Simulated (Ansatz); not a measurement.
## Relative stability

The two ends of one reaction step of CH$_{7}$NSi, singlet (PBE0-D4/def2-TZVP).

A:

```
10
angstrom
Si -0.1036 -1.6405 -0.7847
H 0.6725 -0.5235 -1.3798
H 0.0486 -2.8125 -1.6969
H 0.4368 -2.0292 0.5395
H -1.5475 -1.3155 -0.7084
N -0.2927 0.8344 0.9365
C 0.3302 1.8618 0.5575
H -0.7903 0.9952 1.8123
H 0.9030 1.8137 -0.3706
H 0.3430 2.8161 1.0945
```

B:

| atom | x (Å) | y (Å) | z (Å) |
| --- | --- | --- | --- |
| Si1 | -0.2114 | -1.3785 | -0.0347 |
| H2 | -0.5162 | 1.8119 | -0.7180 |
| H3 | 1.0747 | -1.7359 | -0.6926 |
| H4 | -0.5053 | -2.3017 | 1.0918 |
| H5 | -1.2817 | -1.5515 | -1.0653 |
| N6 | -0.0704 | 0.2012 | 0.6196 |
| C7 | 0.3160 | 1.3512 | -0.1691 |
| H8 | -0.6467 | 0.4309 | 1.4132 |
| H9 | 1.0675 | 1.0527 | -0.9052 |
| H10 | 0.7734 | 2.1198 | 0.4602 |

Program: Ansatz 0.2.0. Basis: def2-TZVPP. Cores are frozen in the correlated methods. B3LYP uses VWN-RPA correlation.

**Question.** Which structure is lower at CCSD(T), and by how much? (To be estimated.)

**Answer.** The calculation gives: B, by 35.04 kcal/mol (electronic energy, against the other). By their contacts, A is a complex of CH₃N ([CH2][NH]) + SiH₄ and B is CH₇NSi ([CH3][NH][SiH3]).

All methods give the same order:

```tsv
method	E(B) − E(A) (kcal/mol)
SPW92	-43.88
PBE-D4	-36.07
BLYP-D4	-31.85
r2SCAN-D4	-38.29
B97M-V	-36.22
PBE0-D4	-39.58
B3LYP-D4	-35.29
r2SCAN0-D4	-40.75
BHLYP-D4	-38.50
CAM-B3LYP-D4	-37.78
wB97X-V	-38.16
wB97M-V	-36.99
B2PLYP	-35.73
PBE-QIDH	-41.17
RPA on PBE	-32.37
HF	-34.82
MP2	-38.49
CCSD	-35.80
CCSD(T)	-35.04
```

The T1 diagnostic stays at or below 0.012.

Labels in which every atom is bracketed show which atoms are joined, not bond orders.

For scale, one of the runs: CCSD(T)/def2-TZVPP, 202 basis functions, launched by `ansatz run in.yaml --threads 2 --pin off --events-out ev --progress --plain --max-ram 4352MiB`. The run took 44 s on 2 CPU threads of an Arm Neoverse V2 (shared host), with 2.5 GiB of host memory at its peak.
